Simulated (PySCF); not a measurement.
Ligands exchanged one at a time, B Cl-NH2. Isolated molecules, 0 K electronic values unless said otherwise. Strings in code marks are SMILES.

Computed with CAM-B3LYP-D3(BJ)/def2-TZVP in PySCF. Delta-SCF ions had no search for a lower state. Excitations are Tamm–Dancoff values on a coarser integration grid. The basis has no diffuse functions, so Rydberg states are missing or too high.

| species | HOMO (eV) | S1–T1 gap (TDA) (eV) | vertical ionisation energy (Delta-SCF) (eV) |
|---|---|---|---|
| 0 of 3 Cl replaced by NH2 (`ClB(Cl)Cl`) | -10.46 | 0.18 | 11.58 |
| 1 of 3 Cl replaced by NH2 (`NB(Cl)Cl`) | -9.99 | 1.09 | ? |
| 2 of 3 Cl replaced by NH2 (`NB(Cl)N`) | -8.78 | 0.34 | ? |

**Question.** Complete the blanks.

**Answer.** 
- 1 of 3 Cl replaced by NH2 (`NB(Cl)Cl`), vertical ionisation energy (Delta-SCF) (eV): 10.98
- 2 of 3 Cl replaced by NH2 (`NB(Cl)N`), vertical ionisation energy (Delta-SCF) (eV): 9.77
